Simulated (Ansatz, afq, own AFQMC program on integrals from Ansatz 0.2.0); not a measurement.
SiH$_{3}$Cl, singlet: AFQMC among the cluster methods

```yaml
atoms:
  - { symbol: Cl, position_ang: [-1.4484, 0.0265, 0.0000] }
  - { symbol: H, position_ang: [-0.1696, 0.0265, 0.0000] }
  - { symbol: Si, position_ang: [1.6706, 0.0265, 0.0000] }
  - { symbol: H, position_ang: [2.2828, -0.8478, 1.0900] }
  - { symbol: H, position_ang: [2.2828, -0.8478, -1.0900] }
```

Connectivity, by distances: Cl ··· SiH2, 1 bridging H.

Basis cc-pVTZ. Noble-gas cores (and the filled d shells of Ga–Kr and In–Xe) are frozen. Integrals, coupled cluster, full CI and functionals: Ansatz 0.2.0; the random walks run on the same integrals in our own AFQMC program. The CISD trial takes its coefficients from CCSD amplitudes. Released means that phaseless walkers are propagated on without the constraint, phases kept. Uncertainties: one standard error, sampling alone.

Determinant: RHF, the one that the program's search chose, which needn't be the lowest solution. The geometry is a point of a scan.

No full CI on the walks' own integrals is used here; CCSDT(Q) serves as the reference and is uncertain by about the last step of the cluster series.

Cautions: higher spins were not checked; restricted determinant unstable towards unrestricted (UHF 143 meV lower, ⟨S²⟩ 0.47).

- T1 diagnostic: 0.0117
- weight of the determinant in the CISD state: 0.837
- size of the correlated space: 14 electrons in 100 orbitals

Reference: CCSDT(Q), correlation energy -10.497 eV. The released energy is read at 1.62 1/Eh, later times being too noisy (meV from the phaseless value at times in 1/Eh: -13 ± 6 at 0.24, -16 ± 4 at 0.51, -18 ± 5 at 0.99, -19 ± 4 at 1.62, -36 ± 12 at 2.40).

```tsv
level	E − E(reference) (kJ/mol)	share of correlation (%)
HF	1012.8	0.00
MP2	155.3	84.67
CCSD	42.1	95.84
CCSD(T)	5.5	99.46
CCSDT	1.8	99.82
ph-AFQMC/HF	-4.7 ± 2.9	100.46
ph-AFQMC/CISD	1.7 ± 0.5	99.83
released AFQMC	-0.1 ± 0.4	100.01
```

A walk keeps the symmetry of its determinant, which the program's search chose and which needn't be the lowest solution, so a lower state of the same spin and another symmetry isn't excluded. Released energies are given only where the last usable release times agree within the noise; a slower fall can still hide under it.
